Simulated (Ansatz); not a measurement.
Predict the output of the script below (Ansatz 0.2.0 through its Python package).

`c4h6.py`
```python
"""Energy of C4H6 as one group turns about a bond."""

import ansatz as az
from ase import Atoms

atoms = Atoms(["C", "C", "C", "C", "H", "H", "H", "H", "H", "H"], positions=[
    (-0.9785, 1.5975, -0.7927),
    (-0.2287, 0.6503, -0.5577),
    (0.5465, -0.3368, -0.3231),
    (0.5746, -1.2139, 0.885),
    (-1.9347, 1.4801, -1.3902),
    (-0.8016, 2.6556, -0.4465),
    (1.3999, -0.5459, -1.0165),
    (0.3914, -2.2457, 0.5697),
    (-0.321, -0.9273, 1.593),
    (1.4351, -1.1652, 1.482),
])

# relax first, so that the scan starts from a minimum
first = (
    az.Crystal.molecule_from_ase(atoms).calculation()
    .basis(gaussian="def2-SVP")
    .functional("PBE")
    .relax(force_tolerance=0.02, max_steps=80)
)
atoms.positions = first.run().report["positions_ang"]

start = atoms.get_dihedral(1, 2, 3, 7)
energies = {}
for turn in range(0, 121, 15):
    turned = atoms.copy()
    turned.set_dihedral(1, 2, 3, 7, start + turn, indices=[3, 7, 8, 9])
    calc = (
        az.Crystal.molecule_from_ase(turned).calculation()
        .basis(gaussian="def2-SVP")
        .functional("PBE")
    )
    energies[round((start + turn) % 360)] = calc.run().report["free_energy_ev"]
floor = min(energies.values())
print("dihedral C1-C2-C3-H7 (deg)   E - E(min) (eV)")
for angle, e in sorted(energies.items()):
    print(f"{angle:8d} {(e - floor):14.3f}  " + "#" * int(30 * (e - floor) / max(max(energies.values()) - floor, 1e-9)))
```

Running `python c4h6.py` prints:
```text
dihedral C1-C2-C3-H7 (deg)   E - E(min) (eV)
     121          0.000
     136          0.010  ####
     151          0.036  ##############
     166          0.061  #########################
     181          0.073  ##############################
     196          0.064  ##########################
     211          0.039  ################
     226          0.014  #####
     241          0.004  #
```

Notes:
- These settings explore the input space; basis and method may be short of convergence.
- The scan is rigid and the energies are electronic, in a modest basis. With rigid groups the curve can differ much from the relaxed path, the start wasn't checked as a minimum of this torsion, and equivalent turns needn't return to the same energy.
- The whole script took 28 s on 1 thread of Arm Neoverse V1 (shared host), peak memory 0.19 GiB.
